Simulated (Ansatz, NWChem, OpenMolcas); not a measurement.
## Worked example: C2H2FN → CH2F + CN

Species: C2H2FN (fluoroacetonitrile) `N#CCF`, singlet; CH2F `[CH2]F`, doublet; CN, doublet. 

Shapes, held fixed at every level: PBE0-D4/def2-TZVP. Programs: Ansatz 0.2.0, NWChem 7.3.0, OpenMolcas 26.06. A level may come from different programs for different species; with the same settings they agree closely. The zero-point and thermal change to 298 K, harmonic and unscaled (PBE0-D4/def2-TZVP), is -17.5 kJ/mol.

At B2PLYP/def2-TZVPP; 1 Eh = 2625.50 kJ/mol:

| species | energy (Eh) |
| --- | --- |
| C2H2FN | -231.914263 |
| CH2F | -139.041226 |
| CN | -92.682078 |

Task: Work out ΔH(298 K) of the reaction at this level.

Result: 
1. Products less reactants: (-139.041226) + (-92.682078) − [(-231.914263)] = 0.190959 Eh = +501.4 kJ/mol.
2. With the thermal change: +501.4 + (-17.5) = +483.9 kJ/mol.

Other levels give +377.4 (HF/def2-TZVPP) to +511.1 kJ/mol (wB97M-V/def2-TZVPP). No measured value is set beside it here. Spin contamination: CN (⟨S²⟩ up to 1.11). Open shells run unrestricted unless RO is named.
